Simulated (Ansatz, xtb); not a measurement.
Two isomers of C6H12

We compare I, `CC1(C)CCC1`, a singlet, with II, `C[C@@H]1CC[C@@H]1C`, a singlet. Both are isolated molecules in the gas phase, relaxed with PBE-D3(BJ)/def2-SVP.

Energies in hartree; the thermal terms are from GFN2-xTB frequencies at re-optimised GFN2-xTB minima (ideal gas, soft modes damped towards free rotors, one conformer each, 298.15 K, 1 atm) and include the zero-point energy:

```
                              I           II
E, CCSD(T)/def2-SVP  −234.968039  −234.965534
    E, MP2/def2-SVP  −234.862481  −234.859739
  E, MP2/def2-TZVPP  −235.296369  −235.293420
  zero-point energy     0.165144     0.165621
       H(298 K) − E     0.173026     0.173384
       G(298 K) − E     0.134868     0.135437
```

Task: Correct the CCSD(T) difference for the basis set by the MP2 change, then work out ΔE, ΔE₀, ΔH and ΔG for I → II in kcal/mol (1 Eh = 627.51 kcal/mol) and the equilibrium ratio [II]/[I].

Result: 1. Differences II − I: CCSD(T) +0.002505, MP2 in the small set +0.002742, MP2 in the large set +0.002949 Eh.
2. ΔE = +0.002505 + (+0.002949 − (+0.002742)) = +0.002712 Eh = +1.70 kcal/mol.
3. ΔE₀ = ΔE + ΔZPE = +0.002712 + (+0.000477) Eh = +2.00 kcal/mol.
4. ΔH = ΔE + (+0.000358) Eh = +1.93 kcal/mol.
5. ΔG = ΔE + (+0.000569) Eh = +2.06 kcal/mol, so ΔS = (ΔH − ΔG)/T = −1.9 J/(mol K).
6. kT = 0.9442 mEh, so K = [II]/[I] = exp(−ΔG/kT) = exp(−3.47) ≈ 0.031.

Structure I is favoured at this temperature. An error of 1 kcal/mol in ΔG would change K by a factor of 5.4. Mirror images and further conformers aren't counted.

As drawn, both hold the same kinds of bond in the same numbers.

Other levels gave ΔE = +2.0 (GFN2-xTB); +0.8 (HF/STO-3G, GFN2-xTB geometries); +0.8 (r2SCAN-D4/def2-SVP, GFN2-xTB geometries); +0.7 (PBE-D3(BJ)/def2-SVP); +0.8 (HF/def2-SVP); +1.7 (MP2/def2-SVP); +1.6 (CCSD(T)/def2-SVP) kcal/mol. The correlated steps freeze 6 core orbitals. Programs: Ansatz 0.2.0, xtb 6.7.1.
